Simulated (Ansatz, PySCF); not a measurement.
Molecule: C2H3, charge 0, multiplicity 2. It need not be the lowest isomer of its formula. SMILES: [CH]=C
Structure (B3LYP-D3(BJ)/def2-TZVP (Ansatz, a program for electronic structure) minimum search):
```
C
C 1 1.3014
H 2 1.0786 1 138.61
H 1 1.0866 2 122.29 3 -180.00
H 1 1.0922 4 115.87 2 -180.00
```
Charge 0, spin multiplicity 2.
Markedly spin-contaminated UHF reference, which strains HF, MP2 and, less, CCSD(T): [CH]=C.

Wanted: enthalpy of formation at 298 K (from the atomisation energy, B3LYP-D3(BJ)/def2-TZVP harmonic zero-point and thermal terms from PySCF, and the atoms' enthalpies of formation in the G2/97 table; no spin-orbit terms, and no core term in the frozen-core levels), in kJ/mol. Valence correlation only, unless marked. Open shells are spin-unrestricted. No spin-orbit coupling. No relativistic terms. The coupled-cluster limit lacks core correlation, which all-electron functionals hold. CBS marks a two-point X^-3 extrapolation of the correlation energy; Hartree-Fock from the larger set.

```json
[
 {"level": "HF/6-31G*", "program": "Ansatz", "enthalpy of formation at 298 K (kJ/mol)": "763.2"},
 {"level": "HF/aug-cc-pVTZ", "program": "Ansatz", "enthalpy of formation at 298 K (kJ/mol)": "751.0"}
]
```

Question: Predict the CCSD(T)/CBS(cc-pVTZ,cc-pVQZ) result (Ansatz).

Answer: 305.5 kJ/mol, so HF/aug-cc-pVTZ differs from it by 445.5 kJ/mol.
